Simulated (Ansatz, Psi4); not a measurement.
System: ethylene, C2H4 (charge 0, singlet). SMILES: C=C
Geometry from a B3LYP-D3(BJ)/def2-TZVP (Ansatz, an electronic-structure program) optimisation:
```xyz
6

C     -0.0012    -0.0058     0.6623
C      0.0012     0.0058    -0.6623
H      0.0167     0.9104     1.2401
H     -0.0212    -0.9321     1.2238
H      0.0212     0.9321    -1.2238
H     -0.0167    -0.9104    -1.2401
```

B3LYP/6-31G* beside other levels, property by property. Set-up: each state is the SCF solution reached for its charge and spin; frozen cores in correlated levels; atomisation electronic, to ground-state atoms; open shells spin-unrestricted; 6-311+G** with 5d; spin-orbit terms left out; dispersion terms only where a functional's name holds one; six Cartesian d functions in 6-31G* and its kin unless marked 5d; non-relativistic. CBS marks a two-point X^-3 extrapolation of the correlation energy; Hartree-Fock from the larger set. [CCSD(T)-MP2]/basis is that difference in the basis named. First-principles rows: single points at B3LYP-D3(BJ) geometries (Ansatz), with unscaled harmonic terms from B3LYP/6-31G* at its own minima, enthalpies of formation by atomisation with measured atoms. Anions need diffuse functions, which STO-3G, LANL2DZ, def2-SVP, cc-pVDZ and Pople sets without + lack. Levels can end on unlike triplets.

Measured values: Active Thermochemical Tables 1.112 (ions: stationary electron), as tabulated in the package chemicals; Active Thermochemical Tables 1.112 (ions: stationary electron), as tabulated in the package chemicals; G2/97 table in ASE (Curtiss et al.); CCCBDB table in ASE; they hold spin-orbit and core effects, anharmonicity. Coupled cluster (Ansatz) is a level with limits of its own, used here on species with T1 under 0.025 (0.045 for open shells) and stable references: (a) RI-MP2/CBS(aug-cc-pVTZ,aug-cc-pVQZ)+[CCSD(T)-MP2]/aug-cc-pVTZ; (b) CCSD(T)/CBS(cc-pVTZ,cc-pVQZ).

```tsv
property	B3LYP/6-31G* (Ansatz)	PBE/6-31G* (Ansatz)	B3LYP/6-311+G** (Ansatz)	wB97X-D/6-31G* (Psi4)	to compare with
vertical ionisation energy to the doublet (eV)	10.39	10.48	10.61	10.36	10.68 measured
vertical triplet-singlet gap, E(triplet) - E(singlet) (eV)	4.58	4.64	4.51	4.60	4.66 coupled cluster (a)
C-H bond dissociation enthalpy at 298 K, to [CH]=C (C2H3) + H atom (kcal/mol)	109.2	107.3	108.1	110.0	111.1 measured
enthalpy of formation at 298 K (kcal/mol)	15.8	5.6	16.6	16.3	12.6 measured
atomisation energy (kcal/mol)	560.8	571.0	559.9	560.3	562.1 coupled cluster (b)
deprotonation enthalpy (C-H bond) at 298 K, to [CH-]=C + H+ (kcal/mol)	428.6	426.1	407.1	429.0	407.8 coupled cluster (a)
```

As the rows show:
- vertical ionisation energy to the doublet: B3LYP/6-31G* lies 0.29 eV below the measured value.
- vertical triplet-singlet gap, E(triplet) - E(singlet): B3LYP/6-31G* lies 0.08 eV below coupled cluster.
- C-H bond dissociation enthalpy at 298 K, to [CH]=C (C2H3) + H atom: B3LYP/6-31G* lies 1.9 kcal/mol below the measured value.
- enthalpy of formation at 298 K: B3LYP/6-31G* lies 3.2 kcal/mol above the measured value.
- atomisation energy: B3LYP/6-31G* lies 1.3 kcal/mol below coupled cluster.
- deprotonation enthalpy (C-H bond) at 298 K, to [CH-]=C + H+: B3LYP/6-31G* lies 20.8 kcal/mol above coupled cluster.

The properties are those with a value to compare with, at most eight drawn at random. No case is left out for the size of its miss. Left out are saddle points of the reference geometry, anions that the best level run finds unbound, excited spin states, species near biochemistry, cases with under five habitual levels, runs that failed or whose electronic state is in doubt, and table entries that another table contradicts.
